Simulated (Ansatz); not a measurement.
Calculated with Ansatz (gas phase, PBE0-D4/def2-TZVP geometries, no zero-point term in ΔE). CCSD(T)/CBS is the MP2 limit (def2-TZVPP, def2-QZVPP) plus CCSD(T) − MP2 in def2-TZVPP, frozen cores. This one scheme is used for every species. Functionals use def2-TZVPP. B3LYP here is the variant with VWN-RPA as its local correlation; programs differ in this. One conformer a species, not always the lowest.

`FCC1=CC1` + `O=CCO` → `O=CCOCF` + `C1=CC1`  (substitution at a C–C bond)

**Question.** Is it downhill or uphill in electronic energy at CCSD(T)/CBS, and by how much? (An estimate is asked.)

**Answer.** Ansatz gave: Uphill: ΔE = +7.6 kcal/mol.

**Question.** What do these levels give: PBE-D4, r2SCAN-D4, ωB97X-V, PBE0, B3LYP, HF/def2-QZVPP? (Estimate.)

**Answer.** The calculation gave: PBE-D4 9.2, r2SCAN-D4 8.1, ωB97X-V 6.9, PBE0 9.3, B3LYP 8.0, HF/def2-QZVPP 5.8 kcal/mol.

Largest T1 diagnostic among the species: 0.014.

In def2-TZVPP, CCSD(T) changes the Hartree–Fock value by +1.2 kcal/mol (the triples alone add −0.0 kcal/mol) and MP2 by +2.5 kcal/mol.
